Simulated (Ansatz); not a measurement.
What a trial cell of Ca₂I relaxes into

All numbers below come from DFT PBE, scalar-relativistic, plane waves, PAW in Ansatz 0.2.0.

The start puts Ca₂I on the anti-fluorite structure type (Fm-3m, No. 225), with I in place of Ca, Ca in place of F, at a guessed volume.

The final relaxation ran on this input, with the default PAW datasets:

```yaml
crystal:
  lattice:
    - [0.0, 3.8949057115, 3.8949057115]
    - [3.8949057115, 0.0, 3.8949057115]
    - [3.8949057115, 3.8949057115, 0.0]
  atoms:
    - { symbol: Ca, position: [0.25, 0.25, 0.25] }
    - { symbol: Ca, position: [0.75, 0.75, 0.75] }
    - { symbol: I, position: [0.0, 0.0, 0.0] }
basis:
  ecutwfc: 420
kpoints:
  mp_grid: { grid: [10, 10, 10] }
hamiltonian:
  xc: pbe
scf:
  occupations: { method: gaussian, width: 0.1 }
output:
  forces: true
  stress: true
  eigenvalues: true
  write_density: true
  write_potential: true
  elf: true
  volumetric_format: npy
relax:
  adjacent_minimum: "off"
  f_tol: 0.01
  max_steps: 80
  cell: { stress_tol: 0.05 }
```

Launched as:

```bash
ansatz run input.yaml --threads 1 --pin off --max-ram 2560MiB --backend cpu --events-out ev --progress --plain --runs-dir out
```

The run took 39 s on 1 thread of Intel(R) Xeon(R) Platinum 8259CL CPU @ 2.50GHz (Skylake/Cascade Lake), on a shared host, peak memory 0.51 GiB.

End of the output:

```
SCF converged after 6 iterations
Free energy (F): -11147.331504 eV
Harris-Foulkes:  -11147.331504 eV  (|F-HF|=1.09e-11)
Internal energy: -11147.305359 eV  (E = F + TS)
E sigma→0 (E₀):  -11147.318432 eV
Entropy (-TS):   -0.026145 eV (-8.715 meV/atom)
Fermi energy:    6.710644 eV
--- Per-component energies (eV) ---
  E_band       = -744.244983
  E_kinetic    = 741.997855
  E_local      = -3963.997144  (includes V_loc(G=0)·N_el)
  E_nonlocal   = 36.022875
  E_hartree    = 1727.141468
  E_xc         = -400.789349
  E_vxc        = -468.649150  (∫ρ·V_xc dr)
  E_paw        = -6531.862226  (= ΣΔE_a)
  E_vpaw       = -543.902524  (= ΣTr[D̂ρ^β])
  E_aug_tail   = -0.000018  (compensation charges beyond the density's cutoff)
  E_ewald      = -2755.818819
  E_smearing   = -0.026145  (= −TS)
  E_closure    = 0.000000  (closes the sum)
  Σ components = -11147.331504   (vs F -11147.331504, Δ=0.00e0)
--- Forces (eV/Å), atoms counted from 1 ---
  atom   1  Ca     0.00000000     0.00000000     0.00000000
  atom   2  Ca     0.00000000     0.00000000     0.00000000
  atom   3  I      0.00000000     0.00000000     0.00000000
  max |Σ_I F_I| component: 1.85e-17 eV/Å
--- Stress (GPa, compression-positive) ---
        0.003744       0.000000       0.000000
        0.000000       0.003744       0.000000
        0.000000       0.000000       0.003744
  P = ⅓ Tr σ = 0.0037 GPa (0.037 kbar)
--- Relaxed structure (3 steps of the walk, 3 accepted, 1 SCFs on fresh bases) ---
  F+E_penalty+E_count = -11147.33150418 eV   max|allowed force component| = 4.934e-17 eV/Å   (the final SCF, on the basis selected at the relaxed cell)
  cell:  # Å, volume = 121.0040 Å³
    - [0.000000, 3.925756, 3.925756]
    - [3.925756, 0.000000, 3.925756]
    - [3.925756, 3.925756, 0.000000]
  atoms:
    - { symbol: Ca, position: [0.25, 0.25, 0.25] }
    - { symbol: Ca, position: [0.750000, 0.750000, 0.750000] }
    - { symbol: I, position: [0.000000, 0.000000, 0.000000] }
```

Absolute energies hang on the potentials; compare differences alone.

The result has space group Fm-3m (No. 225). Ca is coordinated by 4 I at 3.40 Å and 6 Ca at 3.93 Å; I is coordinated by 8 Ca at 3.40 Å.

Against the elements it lies at -0.23 eV/atom. Energies over the elements count from the elements' standard structures at the same level, with no empirical corrections.

For metals, differences of a few meV/atom aren't resolved. Spin–orbit coupling is left out.

A structure relaxed within its symmetry needn't be a true minimum.